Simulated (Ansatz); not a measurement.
Geometry optimisation, Ansatz, UKS PBE-D4/6-31G*.

Input:

```yaml
crystal:
  periodic: [false, false, false]
  atoms:
    - { symbol: Si, position_ang: [0.139683, 0.00434, 0.048454] }
    - { symbol: H, position_ang: [0.986784, 0.051039, 1.272539] }
    - { symbol: H, position_ang: [1.121359, 0.022006, -1.086353] }
    - { symbol: H, position_ang: [-0.709652, 1.235544, 0.032022] }
    - { symbol: O, position_ang: [-0.676712, -1.445295, -0.100861] }
    - { symbol: H, position_ang: [-1.314868, -1.596284, 0.628625] }
    - { symbol: Cl, position_ang: [-0.894693, -0.28735, 2.976674] }
magnetization:
  spin_polarized: true
  initial_magnetization: 1
basis:
  gaussian: { orbitals: "6-31G*" }
hamiltonian:
  xc: pbe
  dispersion: d4
relax:
  f_tol: 0.03
  max_steps: 50
```

Launched with:

```bash
$ ansatz run input.yaml --threads 1 --pin off --max-ram 2048MiB --backend cpu --events-out ev --progress --plain --runs-dir out
```

Q: Where does it end, and by what steps?

A: It converged. After 16 steps the energy has fallen by 0.339 eV; Cl7 moved furthest, 1.43 Å. Joined: H2–Cl7 (2.56 → 1.48 Å).

| step | energy less start (eV) | largest force component (eV/Å) | accepted |
| --- | --- | --- | --- |
| 0 | 0.0000 | 0.913 | yes |
| 1 | -0.0844 | 0.503 | yes |
| 2 | -0.1883 | 0.156 | yes |
| 3 | -0.2094 | 0.322 | yes |
| 4 | -0.2319 | 0.162 | yes |
| 5 | -0.2515 | 0.182 | yes |
| 6 | -0.2693 | 0.498 | yes |
| 7 | -0.2882 | 0.248 | yes |
| 8 | -0.2799 | 0.721 | no |
| 9 | -0.3061 | 0.135 | yes |
| 10 | -0.3164 | 0.201 | yes |
| 11 | -0.3249 | 0.255 | yes |
| 12 | -0.3303 | 0.479 | yes |
| 13 | -0.3334 | 0.254 | yes |
| 14 | -0.3383 | 0.054 | yes |
| 15 | -0.3385 | 0.104 | yes |
| 16 | -0.3393 | 0.012 | yes |

```xyz
7
Properties=species:S:1:pos:R:3
Si -0.032 -0.089 0.049
H 0.236 0.000 1.859
H 1.308 -0.025 -0.609
H -0.888 1.116 -0.237
O -0.727 -1.530 -0.435
H -1.662 -1.652 -0.176
Cl 0.417 0.165 3.320
```

Time of the run: 23 s on 1 thread of AMD EPYC 9R45 (Zen 5), with other jobs on the host, peak memory 0.17 GiB.
